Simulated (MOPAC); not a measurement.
MOPAC input (PM6):

```
PM6 FORCE THERMO(298,298) PRECISE LET GEO-OK AUX(PRECISION=9) THREADS=1
C2H7N

C     1.20766407 1   -0.37143868 1   -0.00201810 1
C     0.01243705 1    0.58565612 1   -0.00023598 1
N    -1.31498874 1   -0.08337093 1    0.00238110 1
H     2.15442809 1    0.18104970 1   -0.00390204 1
H     1.21462548 1   -1.01824570 1    0.88191008 1
H     1.21148522 1   -1.01890627 1   -0.88544005 1
H     0.05651750 1    1.25287431 1   -0.89035524 1
H     0.05968148 1    1.25353336 1    0.88917340 1
H    -1.41489962 1   -0.68040581 1    0.81768161 1
H    -1.41780663 1   -0.68103112 1   -0.81214647 1
```

From the last part of the output:

```
     H   10   0.032410   0.092096   0.677040   4.612109

          HEAT OF FORMATION =     -11.171194 KCALS/MOLE

          ZERO POINT ENERGY      52.552 KCAL/MOL

           NORMAL COORDINATE ANALYSIS (Total motion = 1 Angstrom)

   Root No.       1         2         3         4         5         6         7         8

                 1 A"      2 A"      1 A'      3 A"      2 A'      4 A"      3 A'      4 A'

                 149.3     242.3     414.0     822.8     964.7    1006.7    1014.4    1144.7

           1   -0.0000   -0.0000   -0.0436   -0.0000    0.0319   -0.0000    0.0462   -0.0871
           2    0.0000    0.0000   -0.0521    0.0000    0.0591    0.0000   -0.0096    0.0225
           3   -0.0005   -0.0167    0.0000   -0.0106    0.0000   -0.0330    0.0000    0.0000
           4   -0.0000    0.0000   -0.0389   -0.0000   -0.0053    0.0000   -0.0256    0.0993
           5    0.0000   -0.0000    0.0565    0.0000    0.0177   -0.0000    0.0321   -0.0211
           6   -0.0215    0.0322    0.0000   -0.0380    0.0000    0.0285    0.0000   -0.0000
           7    0.0000   -0.0000    0.0674    0.0000   -0.0182    0.0000   -0.0701   -0.0295
           8   -0.0000    0.0000    0.0056   -0.0000   -0.0371   -0.0000   -0.0370   -0.0002
           9    0.0155   -0.0319   -0.0000    0.0055   -0.0000    0.0045    0.0000    0.0000
          10    0.0000   -0.0000    0.0696    0.0000    0.3445    0.0000    0.0018    0.0305
          11   -0.0000    0.0000   -0.0989   -0.0000   -0.0845   -0.0000    0.0115   -0.0171
          12    0.2323   -0.0689   -0.0000    0.0681   -0.0000    0.0585    0.0000   -0.0000
          13    0.0097   -0.0323   -0.0964    0.1381   -0.1159    0.1475    0.0772   -0.1246
          14    0.1952   -0.0284   -0.0993   -0.0036   -0.0893   -0.0018    0.0342   -0.0122
          15   -0.1069   -0.0165   -0.0002    0.0659    0.0055    0.0506   -0.0033   -0.0152
          16   -0.0097    0.0323   -0.0964   -0.1381   -0.1159   -0.1475    0.0772   -0.1246
          17   -0.1952    0.0284   -0.0993    0.0036   -0.0893    0.0018    0.0342   -0.0122
          18   -0.1069   -0.0165    0.0002    0.0659   -0.0055    0.0506    0.0033    0.0152
          19   -0.0129    0.0208   -0.0447    0.1339   -0.0427    0.0587    0.0147    0.1071
          20    0.0301   -0.0288    0.0470   -0.1207   -0.0241    0.1285    0.0463    0.0063
          21   -0.0457    0.0563   -0.0015    0.1136    0.0015   -0.0377   -0.0056   -0.0005
          22    0.0129   -0.0208   -0.0447   -0.1339   -0.0427   -0.0587    0.0147    0.1071
          23   -0.0301    0.0288    0.0470    0.1207   -0.0241   -0.1285    0.0463    0.0063
          24   -0.0457    0.0563    0.0015    0.1136   -0.0015   -0.0377    0.0056    0.0005
          25    0.0445    0.2734    0.1292   -0.0255   -0.0458    0.0711    0.2711    0.1345
          26   -0.0432   -0.0874    0.0365   -0.0571   -0.0442    0.1054    0.0369    0.0072
          27    0.0597    0.1236    0.0004    0.0371    0.0002   -0.0471    0.0435    0.0332
          28   -0.0445   -0.2734    0.1292    0.0255   -0.0458   -0.0711    0.2711    0.1345
          29    0.0432    0.0874    0.0365    0.0571   -0.0442   -0.1054    0.0369    0.0072
          30    0.0597    0.1236   -0.0004    0.0371   -0.0002   -0.0471   -0.0435   -0.0332

   Root No.       9        10        11        12        13        14        15        16

                 5 A"      5 A'      6 A"      6 A'      7 A'      8 A'      7 A"      9 A'

                1156.8    1243.4    1256.1    1257.4    1270.7    1308.9    1324.5    1337.2

           1   -0.0000   -0.0172   -0.0000    0.0050    0.0041    0.0229    0.0000   -0.0513
           2    0.0000   -0.0218    0.0000   -0.0326    0.0020    0.0157    0.0000    0.0048
           3   -0.0422   -0.0000   -0.0349   -0.0000    0.0000    0.0000    0.0031    0.0000
           4    0.0000    0.0295   -0.0000   -0.0042   -0.0476   -0.0421   -0.0000   -0.0196
           5   -0.0000    0.0859   -0.0000   -0.0196    0.0169   -0.0510    0.0000   -0.0187
           6    0.0317    0.0000    0.0001   -0.0000   -0.0000    0.0000   -0.0472    0.0000
           7   -0.0000   -0.0016   -0.0000    0.0032    0.0058    0.0109    0.0000    0.0060
           8    0.0000   -0.0717    0.0000    0.0147    0.0021   -0.0027   -0.0000    0.0024
           9   -0.0006   -0.0000   -0.0034    0.0000    0.0000   -0.0000    0.0434   -0.0000
          10    0.0000   -0.0546    0.0000    0.1574    0.0052   -0.0302    0.0000    0.2252
          11   -0.0000    0.0111   -0.0000   -0.0754   -0.0005    0.0243   -0.0000   -0.0982
          12    0.0447    0.0000    0.3883   -0.0000   -0.0000    0.0000    0.0101   -0.0000
          13    0.1213    0.0181   -0.1410   -0.0689   -0.0486   -0.1032   -0.0300    0.2063
          14   -0.0086    0.0807   -0.2063    0.2453    0.0281   -0.0248   -0.0118    0.0480
          15    0.0305   -0.0376    0.0372   -0.1817   -0.0319   -0.0304   -0.0077    0.0877
          16   -0.1213    0.0181    0.1410   -0.0689   -0.0486   -0.1032    0.0300    0.2063
          17    0.0086    0.0807    0.2063    0.2453    0.0281   -0.0248    0.0118    0.0480
          18    0.0305    0.0376    0.0372    0.1817    0.0319    0.0304   -0.0077   -0.0877
          19   -0.2306    0.0751    0.0138   -0.0462    0.2671    0.1642   -0.0706    0.0696
          20   -0.0978    0.1110    0.0117   -0.0095   -0.1643    0.2271   -0.1394    0.0576
          21   -0.0111   -0.0101   -0.0040   -0.0215    0.2347   -0.0850    0.0202   -0.0051
          22    0.2306    0.0751   -0.0138   -0.0462    0.2671    0.1642    0.0706    0.0696
          23    0.0978    0.1110   -0.0117   -0.0095   -0.1643    0.2271    0.1394    0.0576
          24   -0.0111    0.0101   -0.0040    0.0215   -0.2347    0.0850    0.0202    0.0051
          25   -0.0344   -0.1277   -0.0072    0.0087   -0.0020   -0.0074    0.1434   -0.0076
          26   -0.0483   -0.0808   -0.0132    0.0108    0.0088    0.0150    0.2062    0.0094
          27    0.0249   -0.0150    0.0033    0.0015   -0.0053   -0.0183   -0.0563   -0.0087
          28    0.0344   -0.1277    0.0072    0.0087   -0.0020   -0.0074   -0.1434   -0.0076
          29    0.0483   -0.0808    0.0132    0.0108    0.0088    0.0150   -0.2062    0.0094
          30    0.0249    0.0150    0.0033   -0.0015    0.0053    0.0183   -0.0563    0.0087

   Root No.      17        18        19        20        21        22        23        24

                10 A'      8 A"     11 A'      9 A"     12 A'     13 A'     10 A"     14 A'

                1616.0    2656.0    2695.7    2701.0    2730.8    2791.7    2807.1    2848.6

           1   -0.0018    0.0000    0.0001   -0.0000    0.0021   -0.0229   -0.0000    0.0012
           2    0.0012   -0.0000   -0.0423    0.0000   -0.0088   -0.0004    0.0000   -0.0004
           3   -0.0000    0.0089   -0.0000   -0.0437   -0.0000    0.0000   -0.0012   -0.0000
           4    0.0154   -0.0000   -0.0032   -0.0000    0.0180   -0.0058   -0.0000    0.0018
           5   -0.0027    0.0000    0.0025    0.0000   -0.0263    0.0008    0.0000   -0.0059
           6    0.0000   -0.0410   -0.0000   -0.0119   -0.0000    0.0000   -0.0057    0.0000
           7   -0.0035   -0.0000    0.0004    0.0000   -0.0015    0.0009   -0.0000    0.0125
           8   -0.0454    0.0000    0.0010   -0.0000   -0.0026   -0.0002    0.0000   -0.0284
           9   -0.0000    0.0015    0.0000    0.0013    0.0000    0.0000   -0.0473   -0.0000
          10    0.0023    0.0000    0.1568   -0.0000    0.0394    0.1044   -0.0000   -0.0012
          11    0.0008   -0.0000    0.3707    0.0000    0.0918    0.2818    0.0000   -0.0062
          12    0.0000    0.0057    0.0000   -0.0222    0.0000    0.0000   -0.0004    0.0000
          13   -0.0065    0.0342   -0.0833   -0.1447   -0.0088    0.1079   -0.0039   -0.0060
          14   -0.0006   -0.0428    0.0776    0.1714    0.0041   -0.1376    0.0039    0.0060
          15   -0.0033   -0.0696    0.1750    0.2794    0.0145   -0.2424    0.0066    0.0116
          16   -0.0065   -0.0342   -0.0833    0.1447   -0.0088    0.1079    0.0039   -0.0060
          17   -0.0006    0.0428    0.0776   -0.1714    0.0041   -0.1376   -0.0039    0.0060
          18    0.0033   -0.0696   -0.1750    0.2794   -0.0145    0.2424    0.0066   -0.0116
          19   -0.0128   -0.1265    0.0203   -0.0328   -0.1260    0.0087   -0.0112   -0.0086
          20   -0.0276    0.1887   -0.0328    0.0459    0.1892   -0.0107    0.0213    0.0132
          21   -0.0022    0.2710   -0.0531    0.0663    0.3088   -0.0176    0.0259    0.0221
          22   -0.0128    0.1265    0.0203    0.0328   -0.1260    0.0087    0.0112   -0.0086
          23   -0.0276   -0.1887   -0.0329   -0.0459    0.1892   -0.0107   -0.0213    0.0132
          24    0.0022    0.2709    0.0531    0.0663   -0.3087    0.0176    0.0259   -0.0221
          25   -0.0383    0.0093    0.0002    0.0048    0.0058   -0.0038   -0.1125   -0.0893
          26    0.3518   -0.0143    0.0003   -0.0077   -0.0120    0.0064    0.2397    0.2190
          27   -0.2430   -0.0238    0.0005   -0.0120   -0.0238    0.0115    0.3372    0.3664
          28   -0.0383   -0.0093    0.0002   -0.0048    0.0058   -0.0038    0.1125   -0.0893
          29    0.3518    0.0143    0.0003    0.0077   -0.0120    0.0064   -0.2397    0.2190
          30    0.2430   -0.0238   -0.0005   -0.0120    0.0238   -0.0115    0.3372   -0.3664

           MASS-WEIGHTED COORDINATE ANALYSIS (NORMAL COORDINATES)

   Root No.       1         2         3         4         5         6         7         8

                 1 A"      2 A"      1 A'      3 A"      2 A'      4 A"      3 A'      4 A'

                 149.3     242.3     414.0     822.8     964.7    1006.7    1014.4    1144.7

           1   -0.0000   -0.0000   -0.2886   -0.0000    0.2149   -0.0000    0.2879   -0.5266
           2    0.0000    0.0000   -0.3448    0.0000    0.3979    0.0000   -0.0601    0.1362
           3   -0.0036   -0.1172    0.0000   -0.0880    0.0000   -0.2894    0.0000    0.0000
           4   -0.0000    0.0000   -0.2573   -0.0000   -0.0358    0.0000   -0.1593    0.6006
           5    0.0000   -0.0000    0.3737    0.0000    0.1192   -0.0000    0.2001   -0.1274
           6   -0.1736    0.2258    0.0000   -0.3161    0.0000    0.2505    0.0000   -0.0000
           7    0.0000   -0.0000    0.4820    0.0000   -0.1322    0.0000   -0.4718   -0.1928
           8   -0.0000    0.0000    0.0404   -0.0000   -0.2698   -0.0000   -0.2489   -0.0013
           9    0.1349   -0.2409   -0.0000    0.0497   -0.0000    0.0428    0.0000    0.0000
          10    0.0000   -0.0000    0.1334    0.0000    0.6713    0.0000    0.0033    0.0534
          11   -0.0000    0.0000   -0.1896   -0.0000   -0.1647   -0.0000    0.0207   -0.0299
          12    0.5427   -0.1397   -0.0000    0.1643   -0.0000    0.1488    0.0000   -0.0000
          13    0.0226   -0.0656   -0.1848    0.3332   -0.2259    0.3753    0.1395   -0.2183
          14    0.4561   -0.0576   -0.1904   -0.0086   -0.1741   -0.0047    0.0617   -0.0215
          15   -0.2497   -0.0335   -0.0004    0.1590    0.0107    0.1287   -0.0060   -0.0266
          16   -0.0226    0.0656   -0.1848   -0.3332   -0.2259   -0.3753    0.1395   -0.2183
          17   -0.4561    0.0576   -0.1904    0.0086   -0.1741    0.0047    0.0617   -0.0215
          18   -0.2497   -0.0335    0.0004    0.1591   -0.0107    0.1287    0.0060    0.0266
          19   -0.0301    0.0423   -0.0857    0.3231   -0.0832    0.1495    0.0266    0.1877
          20    0.0703   -0.0584    0.0901   -0.2911   -0.0470    0.3270    0.0837    0.0110
          21   -0.1068    0.1142   -0.0028    0.2740    0.0030   -0.0958   -0.0101   -0.0010
          22    0.0301   -0.0423   -0.0857   -0.3231   -0.0832   -0.1495    0.0266    0.1877
          23   -0.0703    0.0584    0.0901    0.2911   -0.0470   -0.3270    0.0837    0.0110
```
